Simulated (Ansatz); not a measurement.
Lattice parameter a of some III–V compounds

Method: PBE-D4 (Ansatz, a first-principles code, PAW). References are measured values corrected to a static lattice or taken at low temperature (these still hold zero-point motion). The table is a random draw of 6 from 10 solids with such references.

Values in Å.

| solid | reference | PBE-D4 | error (%) |
|---|---|---|---|
| cubic BN | 3.593* | 3.607 | +0.39 |
| zinc-blende GaAs | 5.64* | 5.661 | +0.37 |
| zinc-blende AlP | 5.451* | 5.452 | +0.02 |
| wurtzite AlN | 3.111¶ | 3.107 | -0.13 |
| zinc-blende GaP | 5.439* | 5.433 | -0.11 |
| zinc-blende InAs | 6.047* | 6.107 | +0.99 |

Over these 6 solids the mean error is +0.26 %, the mean absolute error 0.34 % (median 0.25 %), and the worst case zinc-blende InAs at +0.99 %; the value is too high in 4 of 6 cases. Over all 10, from unrounded values, the mean error is +0.30 % and the mean absolute error 0.44 % (median 0.38 %). Caveats on values not shown: the gap of the solid is closed in this run (1).

A star marks references brought to a static lattice; the others are low-temperature values that still hold zero-point motion, which matters most for light elements.

Spin–orbit coupling is left out, also for the solids with elements from indium on (zinc-blende InAs); its size isn't shown.

¶ marks references of a special kind: wurtzite AlN, 3.111 Å (measured, low temperature, extrapolated to low temperature; as tabulated in arXiv:1206.3780).

Differences are worked out from the printed values.

Caveats: the gap of the solid is closed in this run (zinc-blende InAs). Ansatz's density-functional and Hartree–Fock values are scalar-relativistic unless marked +SOC, with PAW data made under PBE.

Not in this set, of the III–V compounds with a reference value in our tables and a result at some level: 4 for a reference at room or unstated temperature; 1 for a high-temperature or high-pressure phase. These can be a level's best or worst cases. At least 3 more with a reference value are held back for tests. Solids without a released value at any level aren't counted. Layered and molecular crystals are counted apart.

References as tabulated in Mejia-Rodriguez and Trickey (2018), arXiv:1807.09216; Goldzak et al. (2022), arXiv:2208.04865; arXiv:1206.3780.
